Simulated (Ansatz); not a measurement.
Nickel, fcc: convergence with the plane-wave cutoff

Computed with Ansatz, LDA, scalar-relativistic PAW, on the relaxed cell (a = 3.425 Å; ferromagnetic, net 0.58 μB per atom). Errors count from a run at 420 eV on a Γ-centred 26×26×26 mesh with Fermi-Dirac smearing of 0.05 eV, extrapolated to zero width. Fixed here: mesh 16×16×16, Fermi-Dirac width 0.05 eV. The pressure holds a Pulay correction and is unreliable far below the recommended cutoff.

```
cutoff (eV)  E(σ→0) error (meV/atom)  P (GPa)  sphere moment (μB)  SCF iterations
        150                  90864.1   459.33                0.00              14
        200                  14936.3   -59.77                0.46              13
        250                   2625.1     1.23                0.59              12
        300                    324.1     4.56                0.60              12
        350                     21.2    -0.16                0.60              14
        420                     -1.9    -0.45                0.60              14
        500                     -3.3    -0.46                0.60              15
        600                     -4.1    -0.47                0.60              14
        800                     -5.2    -0.49                0.60              14
```

Within 5 meV/atom of the last row: from 420 eV on.
